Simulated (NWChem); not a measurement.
## Correlation energy of H₂P

```xyz
3

P      0.0000     0.0000     0.1196
H      1.0289     0.0000    -0.8970
H     -1.0289     0.0000    -0.8970
```
Charge 0, spin multiplicity 2.

Program: NWChem. The geometry was optimised at UPBE/def2-SVP, a minimum by its harmonic frequencies.

Basis set: cc-pVDZ. Each correlation energy counts from its own Hartree-Fock reference.

```
method           correlation energy (mHa)
---------------  ------------------------
UMP2                               -107.8
CCSD on ROHF                       -138.6
CCSDT on ROHF                      -142.2
SCS-UMP2                           -112.8
CCSD(T) on ROHF                    -141.7
CCSD(T) on UHF                     -137.1
URI-MP2                            -107.8
CCSD[T] on ROHF                    -141.7
CCSD on UHF                        -134.2
CCSD[T] on UHF                     -137.1
```

The values span 34.4 mHa, from CCSDT on ROHF (lowest) to URI-MP2 (highest). 

The correlated methods keep 5 core orbitals frozen. The structure started from a generated list of species. The unpaired electrons of the parent sit in orbitals of symmetry b2 (C2v labels of the run); other states weren't searched. The stability of the SCF solutions was not checked. Open-shell Hartree-Fock references start from PBE0 orbitals. No row is a measurement; the coupled-cluster row has its own basis-set and correlation limits.
